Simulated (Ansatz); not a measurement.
# C2H4FN: how energies converge with the basis set

How large a basis does C2H4FN need? Two functionals are run in growing sets.

The runs use Ansatz 0.2.0, Gaussian basis; one geometry, several basis sets.

The runs, in order: PBE0-D4/def2-SVP; ωB97M-V/def2-SVP; PBE0-D4/def2-QZVPP; ωB97M-V/def2-QZVPP; the functionals' def2-TZVPP values are taken from earlier runs.

## (1) The geometry

All runs share one geometry, relaxed beforehand with PBE0-D4 in a triple-zeta def2 set.

8 atoms, charge 0, spin multiplicity 1.

Atoms are counted from 1 here; the program's logs count them from 0.

Bond lengths: N1–C2 1.259 Å, N1–H5 1.023 Å, C2–C3 1.497 Å, C2–H6 1.095 Å, C3–F4 1.373 Å, C3–H7 1.096 Å, C3–H8 1.096 Å. Angles: C2–N1–H5 110.0°, N1–C2–C3 126.7°, N1–C2–H6 118.9°, C3–C2–H6 114.4°, C2–C3–F4 111.2°, C2–C3–H7 110.1°, C2–C3–H8 110.1°, F4–C3–H7 108.6°, F4–C3–H8 108.6°, H7–C3–H8 108.2°.

Geometry (Å):

```mol
C2H4FN
  3D, bonds by distance, orders not assigned

  8  7  0  0  0  0  0  0  0  0999 V2000
   -1.0296    1.2698   -0.1988 N   0  0
   -0.0667    0.6764    0.3534 C   0  0
    0.4667   -0.6781    0.0048 C   0  0
   -0.2376   -1.2370   -1.0333 F   0  0
   -1.4177    0.6883   -0.9453 H   0  0
    0.4576    1.1711    1.1778 H   0  0
    0.3986   -1.3441    0.8730 H   0  0
    1.5208   -0.6034   -0.2872 H   0  0
  1  2  8  0
  2  3  8  0
  3  4  8  0
  1  5  8  0
  2  6  8  0
  3  7  8  0
  3  8  8  0
M  END
```

## (2) PBE0-D4 in def2-SVP

Contents of in.yaml:

```yaml
crystal:
  periodic: [false, false, false]
  atoms:
    - {symbol: N, position_ang: [-1.029576, 1.269751, -0.198809]}
    - {symbol: C, position_ang: [-0.066692, 0.676365, 0.353368]}
    - {symbol: C, position_ang: [0.466683, -0.678102, 0.004764]}
    - {symbol: F, position_ang: [-0.237583, -1.237046, -1.033346]}
    - {symbol: H, position_ang: [-1.417714, 0.688270, -0.945293]}
    - {symbol: H, position_ang: [0.457628, 1.171061, 1.177764]}
    - {symbol: H, position_ang: [0.398552, -1.344118, 0.872980]}
    - {symbol: H, position_ang: [1.520802, -0.603380, -0.287227]}
basis:
  gaussian: {orbitals: def2-SVP}
hamiltonian: {xc: pbe0, dispersion: d4}
output: {orbitals: {seedname: orbitals}}
```

Run with:

```sh
$ ansatz run in.yaml --threads 2 --pin off --events-out ev --progress --plain --max-ram 4352MiB
```

Further steps of the session: ωB97M-V in def2-SVP; PBE0-D4 in def2-QZVPP; ωB97M-V in def2-QZVPP.

Before running them: what should the planned runs give, taken together? Wanted: PBE0-D4: double and triple zeta above quadruple; ωB97M-V: double and triple zeta above quadruple.

As calculated:

```
                                       quantity          value
PBE0-D4: double and triple zeta above quadruple  7.84, 0.35 eV
ωB97M-V: double and triple zeta above quadruple  8.09, 0.33 eV
```

In words: PBE0-D4 gains 7.49 eV from double to triple zeta, then 0.35 eV more. Total energies overstate the basis error of differences, where much of it tends to cancel.
